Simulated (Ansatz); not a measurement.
Diamond

Calculation: PBE0 (Ansatz, a program for electronic structure, PAW).

Numerical settings: plane-wave cutoff 460 eV, 12×12×12 k mesh, Fermi–Dirac smearing 0.01 eV, scalar-relativistic PAW data made under PBE.

Cell: measured lattice: a = 3.5670 Å, b = 3.5670 Å, c = 3.5670 Å, α = 90.00°, β = 90.00°, γ = 90.00°.

| Item | Value |
|---|---|
| band gap | 6.03 eV (indirect) |
| smallest direct gap on the k points sampled | 7.70 eV |
| width of the whole s-p valence band | 23.59 eV |

Note: cell and atoms aren't relaxed at this level (pressure -8.3 GPa).

Computed values are for the static lattice.

Cost on a shared machine: very roughly 120 core-seconds.
